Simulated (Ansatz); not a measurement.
# One shape, several levels: [SiH5]− (SMILES [H][Si-]([H])([H])([H])[H])

Aim: a comparison of 6 runs (HF/STO-3G, SVWN5/STO-3G, UPBE0/STO-3G, r2SCAN0/STO-3G, RPA@PBE/STO-3G, CCSDTQ/STO-3G) of [SiH5]−. 

The results are computed with Ansatz 0.2.0.

### Step 1. The system as given

[SiH5]− has 6 atoms, charge -1, and is taken as a singlet. SMILES: `[H][Si-]([H])([H])([H])[H]`. The H4–Si1 distance was set to 3.728 Å, away from the relaxed value. At this shape a bond of the SMILES string is far longer than usual.

Bond lengths: Si1–H2 1.639 Å, Si1–H3 1.644 Å, Si1–H5 1.491 Å, Si1–H6 1.491 Å. Angles: H2–Si1–H3 179.9°, H2–Si1–H5 90.0°, H2–Si1–H6 90.1°, H3–Si1–H5 90.0°, H3–Si1–H6 90.0°, H5–Si1–H6 120.0°.

### Step 2. The energy at HF/STO-3G (run 1)

The input, molecule.yaml:

```yaml
crystal:
  periodic: [false, false, false]
  atoms:
    - symbol: Si
      position_ang: [-2.236593, -0.017200, -0.025126]
    - symbol: H
      position_ang: [-2.256243, -0.025220, 1.613314]
    - symbol: H
      position_ang: [-2.214563, -0.009570, -1.669036]
    - symbol: H
      position_ang: [1.490630, 0.011850, 0.019200]
    - symbol: H
      position_ang: [-2.993903, 1.267670, -0.029216]
    - symbol: H
      position_ang: [-2.971083, -1.314680, -0.042116]
basis:
  gaussian: {orbitals: STO-3G}
accuracy: high
total_charge: -1
hamiltonian: {xc: hf}
```

Run with:

```sh
$ ansatz run molecule.yaml --threads 1 --pin off --max-ram 2610MiB --events-out events.jsonl --progress --plain --runs-dir runs
```

The program printed:

```text
Warning: RAYON_NUM_THREADS=1 ignored (pool sized by the plan → 1); use --threads N
Functional definition: HF
  name "HF"
  exchange = exact_x
  correlation = 0
218 factors; integrals over basis functions are off by at most 1.5e-8 eV
mean field evaluation 1: about -7833.9364 eV, gradient 1.5e1 eV
mean field evaluation 2: about -7833.9472 eV, gradient 1.4e1 eV
mean field evaluation 4: about -7835.5080 eV, gradient 1.9e0 eV
mean field evaluation 8: about -7835.5653 eV, gradient 6.2e-5 eV
mean field -7835.56534317 eV, -287.9517152244 hartree, gradient 9.4e-8 eV, S^2 0.000000; 0 other end points of the search recorded, 0 dependent functions left out
reference -7835.56534317 eV, -287.9517152244 hartree; 10, 10 occupied and 4, 4 virtual orbitals, 218 factors
Total energy: -7835.56534317 eV, -287.9517152244 hartree
```

It took 0.08 s on 1 thread of Arm Neoverse V1, shared host.

### Step 3. A single-point energy at SVWN5/STO-3G (run 2)

The input, in.yaml:

```yaml
crystal:
  periodic: [false, false, false]
  atoms:
    - {symbol: Si, position_ang: [-2.236593, -0.017200, -0.025126]}
    - {symbol: H, position_ang: [-2.256243, -0.025220, 1.613314]}
    - {symbol: H, position_ang: [-2.214563, -0.009570, -1.669036]}
    - {symbol: H, position_ang: [1.490630, 0.011850, 0.019200]}
    - {symbol: H, position_ang: [-2.993903, 1.267670, -0.029216]}
    - {symbol: H, position_ang: [-2.971083, -1.314680, -0.042116]}
basis:
  gaussian: {orbitals: STO-3G}
magnetization: {spin_polarized: false, initial_magnetization: 0}
accuracy: high
total_charge: -1
hamiltonian: {xc: {name: SVWN5}}
```

Run with:

```sh
$ ansatz run in.yaml --threads 1 --pin off --max-ram 2610MiB --events-out events.jsonl --progress --plain --runs-dir runs
```

The program printed:

```text
Warning: RAYON_NUM_THREADS=1 ignored (pool sized by the plan → 1); use --threads N
Functional definition: SVWN5
  name "SVWN5"
  exchange = slater_x
  correlation = vwn5_c
218 factors; integrals over basis functions are off by at most 1.5e-8 eV
mean field evaluation 1: about -7814.9200 eV, gradient 2.9e1 eV
mean field evaluation 2: about -7796.4161 eV, gradient 3.7e1 eV
mean field evaluation 4: about -7801.2722 eV, gradient 1.2e1 eV
mean field evaluation 8: about -7816.8731 eV, gradient 2.7e1 eV
mean field evaluation 16: about -7821.5095 eV, gradient 3.6e-5 eV
mean field -7821.50949381 eV, -287.4351722878 hartree, gradient 9.0e-8 eV, S^2 0.000000; 0 other end points of the search recorded, 0 dependent functions left out
reference -7821.50949578 eV, -287.4351723603 hartree; 10, 10 occupied and 4, 4 virtual orbitals, 218 factors
Total energy: -7821.50949578 eV, -287.4351723603 hartree
```

Run time: 0.6 s. Hardware: 1 thread of Arm Neoverse V1, shared host.

Runs 3 to 5 aren't shown in full; the table further down has their settings and results.

### Step 4. The energy at CCSDTQ/STO-3G (run 6)

The input, job.yaml:

```yaml
crystal:
  periodic: [false, false, false]
  atoms:
    - symbol: Si
      position_ang: [-2.236593, -0.017200, -0.025126]
    - symbol: H
      position_ang: [-2.256243, -0.025220, 1.613314]
    - symbol: H
      position_ang: [-2.214563, -0.009570, -1.669036]
    - symbol: H
      position_ang: [1.490630, 0.011850, 0.019200]
    - symbol: H
      position_ang: [-2.993903, 1.267670, -0.029216]
    - symbol: H
      position_ang: [-2.971083, -1.314680, -0.042116]
basis:
  gaussian: {orbitals: STO-3G}
total_charge: -1
correlation: {method: ccsdtq, frozen_orbitals: {H: 0, Si: 5}}
accuracy: high
scf: {omitted_lower_state_checks: [cluster_reference, increment]}
```

Run with:

```sh
$ ansatz run job.yaml --threads 1 --pin off --max-ram 2610MiB --events-out events.jsonl --progress --plain --runs-dir runs
```

The program printed:

```text
Warning: RAYON_NUM_THREADS=1 ignored (pool sized by the plan → 1); use --threads N
[... 11 lines left out ...]
5 core orbitals not correlated: weight in the atoms' cores, before any rotation towards them, 0.999 or more for the frozen orbitals, at most 0.000 for the correlated occupied ones
[... 40 lines left out ...]
WARN: these amplitudes may be one of several solutions (largest doubles amplitude 1.27, level shift 4.43 eV)
Total energy: -7839.94982594 eV, -288.1128419945 hartree
Checks for a lower state left out: cluster_reference, increment
```

Wall time 1.1 s (1 thread of Arm Neoverse V1, shared host).

### Step 5. The series

```tsv
run	level	frozen core orbitals	energy (Eh)	wall time
1	HF/STO-3G	–	-287.951715	0.08 s
2	SVWN5/STO-3G	–	-287.435172	0.6 s
3	UPBE0/STO-3G	–	-288.586262	2.8 s
4	r2SCAN0/STO-3G	–	-288.656587	2.1 s
5	RPA@PBE/STO-3G	5	-288.187603	1.3 s
6	CCSDTQ/STO-3G	5	-288.112842	1.1 s
```

### Step 6. Results

| quantity | value |
| --- | --- |
| run 6: total energy | -288.11284 Eh |
| run 6: correlation energy (5 core orbitals frozen) | -161.1 mEh |
| run 6: T1 diagnostic | 0.228 |

**Reading.** Totals of different functionals can't be ranked against each other. In runs 5, 6 the log says that unrestricted orbitals would lower the reference, so the values rest on an unstable closed-shell determinant (other closed-shell runs at this shape may share the fault). In runs 1, 2, 3, 4, 5, 6 the basis is minimal, so the values are rough. Spin contamination of the reference: run 3 ⟨S²⟩ = 0.69. Where it is this large, the reference is a mixture of spin states, and values that rest on it are in doubt. All runs together took 8 s, the longest 2.8 s.
